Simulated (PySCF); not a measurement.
Molecule: SMILES CCC1(F)CC1, C5H9F.

Molfile (atoms numbered from 1):
```
C5H9F
     RDKit          3D

 15 15  0  0  0  0  0  0  0  0999 V2000
    1.7764   -0.8950   -0.2318 C   0  0  0  0  0  0  0  0  0  0  0  0
    0.8561   -0.0115    0.5955 C   0  0  0  0  0  0  0  0  0  0  0  0
   -0.2880    0.5463   -0.2020 C   0  0  0  0  0  0  0  0  0  0  0  0
    0.1556    1.3184   -1.2438 F   0  0  0  0  0  0  0  0  0  0  0  0
   -1.5291   -0.2333   -0.4730 C   0  0  0  0  0  0  0  0  0  0  0  0
   -1.5649    0.9874    0.4213 C   0  0  0  0  0  0  0  0  0  0  0  0
    1.2375   -1.7696   -0.6286 H   0  0  0  0  0  0  0  0  0  0  0  0
    2.1782   -0.3350   -1.0887 H   0  0  0  0  0  0  0  0  0  0  0  0
    2.6250   -1.2602    0.3652 H   0  0  0  0  0  0  0  0  0  0  0  0
    1.4206    0.8354    1.0220 H   0  0  0  0  0  0  0  0  0  0  0  0
    0.4412   -0.5704    1.4495 H   0  0  0  0  0  0  0  0  0  0  0  0
   -1.9613   -0.1329   -1.4714 H   0  0  0  0  0  0  0  0  0  0  0  0
   -1.6320   -1.2240   -0.0215 H   0  0  0  0  0  0  0  0  0  0  0  0
   -1.6978    0.8521    1.4982 H   0  0  0  0  0  0  0  0  0  0  0  0
   -2.0174    1.8925    0.0091 H   0  0  0  0  0  0  0  0  0  0  0  0
  1  2  1  0
  2  3  1  0
  3  4  1  0
  3  5  1  0
  5  6  1  0
  6  3  1  0
  1  7  1  0
  1  8  1  0
  1  9  1  0
  2 10  1  0
  2 11  1  0
  5 12  1  0
  5 13  1  0
  6 14  1  0
  6 15  1  0
M  END
```

Spin–spin couplings on one PBE0-D3(BJ)/def2-SVP geometry, PySCF 2.14, gas phase, non-relativistic, equivalent pairs averaged (spin–dipole term only in couplings to heteroatoms); isotopes ¹³C, ¹H, ¹⁹F; basis pcJ-1.

**Question.** How do the couplings (Hz) change with the functional? Times are CPU seconds on shared hosts with different chips, so compare them loosely.

**Answer.** 
| functional | functions | ¹J(C5,H12) | ¹J(C5,H13) | ¹J(C1,H7) | ¹J(C2,H10) | ¹J(C3,F4) | ¹J(C2,C3) | ¹J(C1,C2) | core-s |
| --- | --- | --- | --- | --- | --- | --- | --- | --- | --- |
| HF | 252 | 199.2 | 197.1 | 160.5 | 158.9 | -152.5 | 84.6 | 63.6 | 35 |
| LDA | 252 | 132.4 | 130.8 | 101.4 | 99.8 | -293.3 | 35.8 | 21.9 | 22 |
| PBE | 252 | 155.9 | 154.1 | 121.7 | 120.0 | -306.0 | 46.0 | 31.1 | 36 |
| KT2 | 252 | 167.0 | 164.6 | 127.7 | 125.7 | -308.9 | 35.5 | 22.6 | 36 |
| B3LYP | 252 | 169.7 | 167.7 | 133.4 | 131.2 | -277.6 | 53.5 | 37.2 | 45 |
| PBE0 | 252 | 160.3 | 158.6 | 125.7 | 124.1 | -271.0 | 51.7 | 35.4 | 46 |
| B97-2 | 252 | 153.3 | 151.9 | 120.2 | 118.1 | -265.0 | 50.5 | 35.0 | 42 |
| BHandHLYP | 252 | 180.5 | 178.6 | 143.3 | 141.2 | -232.9 | 63.2 | 45.2 | 44 |
| CAM-B3LYP | 252 | 166.7 | 164.8 | 130.8 | 128.8 | -259.0 | 53.7 | 37.0 | 57 |
